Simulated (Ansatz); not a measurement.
# B2FH3: rigid scan of one bond length

Program: the Python package of Ansatz 0.2.0. Level of theory: Hartree-Fock/cc-pVDZ. These are calculated values, not measurements.

**1. Starting point**

Bond lengths: B1–B2 1.608 Å, B2–F3 1.433 Å, B1–H4 1.152 Å, B1–H5 1.235 Å, B2–H6 1.165 Å. Angles: B1–B2–F3 120.4°, B1–B2–H6 118.9°, F3–B2–H6 120.7°, B2–B1–H4 123.1°, B2–B1–H5 120.3°, H4–B1–H5 116.6°.

No structure file is read: the coordinates are typed or built in the script.

**2. Script**

scan_b2fh3.py

```python
"""Stretching a bond of B2FH3, the rest held rigid."""

from dataclasses import dataclass
import warnings

import ansatz as az
import numpy as np


@dataclass
class Settings:
    basis: str = "cc-pVDZ"
    xc: str = "hf"


opts = Settings()

GEOMETRY = """
B    -0.40680    0.14540   -0.68800
B     0.41960   -0.26360    0.62880
F     0.66520    0.70000    1.66000
H    -0.60540   -0.58390   -1.55690
H    -0.85570    1.28950   -0.81260
H     0.82520   -1.35150    0.72260
"""


def main() -> None:
    warnings.simplefilter("ignore", az.DeckWarning)

    b2fh3 = az.Crystal.molecule()
    for line in GEOMETRY.strip().splitlines():
        symbol, *xyz = line.split()
        b2fh3 = b2fh3.atom(symbol, [float(v) for v in xyz])

    symbols = [site.symbol for site in b2fh3.cartesian_sites]
    start = np.array([site.position_ang for site in b2fh3.cartesian_sites])
    axis = (start[3] - start[0]) / np.linalg.norm(start[3] - start[0])
    moving = [3]
    lengths, energies = [1.013, 1.06, 1.106, 1.152, 1.198, 1.244, 1.29, 1.359], []
    for length in lengths:
        xyz = start.copy()
        xyz[moving] += (length - np.linalg.norm(start[3] - start[0])) * axis
        point = az.Crystal.molecule()
        for symbol, xyz in zip(symbols, xyz):
            point = point.atom(symbol, xyz.tolist())
        job = (
            point.calculation()
            .basis(gaussian=opts.basis)
            .functional(opts.xc)
        )
        rep = job.run().report
        energies.append(rep["free_energy_ev"])
        print(f"r = {length:6.3f} A  E = {energies[-1]:.5f} eV  <S^2> = {abs(rep['mean_field']['state']['spin_squared']):.3f}")

    # quartic fit about the minimum
    fit = np.polynomial.Polynomial.fit(lengths, np.array(energies) - min(energies), 4).convert()
    roots = [r.real for r in fit.deriv().roots() if abs(r.imag) < 1e-9 and fit.deriv(2)(r.real) > 0]
    r_e = min(roots, key=lambda r: abs(r - lengths[int(np.argmin(energies))]))
    print(f"minimum of the fit at {r_e:.4f} A, force constant {fit.deriv(2)(r_e):.2f} eV/A^2")


if __name__ == "__main__":
    main()
```

**3. The input behind the calls**

The package turns the script's settings into the engine's input (first run):

```yaml
crystal:
  periodic: [false, false, false]
  atoms:
    - { symbol: B, position_ang: [-0.4068, 0.1454, -0.688] }
    - { symbol: B, position_ang: [0.4196, -0.2636, 0.6288] }
    - { symbol: F, position_ang: [0.6652, 0.7, 1.66] }
    - { symbol: H, position_ang: [-0.5814893989585923, -0.49609536082830474, -1.45228811054945] }
    - { symbol: H, position_ang: [-0.8557, 1.2895, -0.8126] }
    - { symbol: H, position_ang: [0.8252, -1.3515, 0.7226] }
basis:
  gaussian:
    orbitals: cc-pVDZ
hamiltonian:
  xc: hf
```

**4. Running it**

The run is started by

```bash
$ python scan_b2fh3.py
```

What time and memory should one allow on 1 thread of Arm Neoverse V2, shared host?

About 2 s, with a peak of 0.15 GiB.
